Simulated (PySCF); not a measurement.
Point-charge models of difluorosilane (`[SiH2](F)F`) against its computed dipole.

Coordinates (GFN2-xTB, Å) and charges (e) from the PBE0/pcSseg-1 density (PySCF):

```tsv
atom	x	y	z	Mulliken	IAO	Hirshfeld	ESP-fitted
F1	-1.204	-0.932	-0.102	-0.4206	-0.5309	-0.2022	-0.3100
Si2	-0.003	0.111	0.011	+1.1256	+1.3817	+0.5279	+0.8496
F3	1.287	-0.812	-0.136	-0.4206	-0.5309	-0.2023	-0.3099
H4	-0.011	0.654	1.348	-0.1422	-0.1600	-0.0617	-0.1150
H5	-0.061	0.982	-1.138	-0.1421	-0.1599	-0.0617	-0.1148
```

Problem. What dipole does each set of charges give (1 e·Å = 4.803 D), and what does the density give?

Solution. The full density gives (-0.10, 2.09, 0.28) D, 2.11 D in size; dipole vectors point from the negative to the positive end.

| scheme | μx | μy | μz | size (D) | share of the full size (%) | angle to the full dipole (°) |
| --- | --- | --- | --- | --- | --- | --- |
| Mulliken | -0.14 | 3.01 | 0.40 | 3.04 | 144 | 0 |
| IAO | -0.18 | 3.93 | 0.52 | 3.97 | 188 | 0 |
| Hirshfeld | -0.07 | 1.49 | 0.20 | 1.51 | 71 | 0 |
| ESP-fitted | -0.10 | 2.15 | 0.28 | 2.17 | 103 | 0 |

Problem. Which set comes closest?

Solution. Length of the difference vector: ESP-fitted 0.05 D, Hirshfeld 0.61 D, Mulliken 0.92 D, IAO 1.85 D. Closest: ESP-fitted. The schemes that divide the density aren't constrained to reproduce the dipole.

Problem. What is left for the Hirshfeld atoms' own dipoles?

Solution. The shares of the density sum to the whole, so what Σ q r misses lies in dipoles about the nuclei. The atomic dipoles sum to (-0.10, 2.09, 0.28) − (-0.07, 1.49, 0.20) = (-0.03, 0.60, 0.08) D, 0.61 D in size.

Problem. With the origin at the mean of the coordinates, (0.002, 0.001, -0.003) Å, which are the largest single terms, by size, of the Mulliken dipole along the direction of the full one?

Solution. F3 +1.78, F1 +1.78, Si2 +0.60, H5 -0.56, H4 -0.56 D; all 5 atoms together +3.04 D. The single terms depend on the origin, their sum doesn't.

Problem. Give the size of the full dipole in other units.

Solution. 2.11 D = 0.832 au = 0.440 e·Å = 7.05 × 10⁻³⁰ C·m.

Isolated species at its GFN2-xTB geometry, gas phase.

The run behind these numbers computed NMR shieldings as well. Rough CPU time on one thread of a shared machine: about 2.2 s.
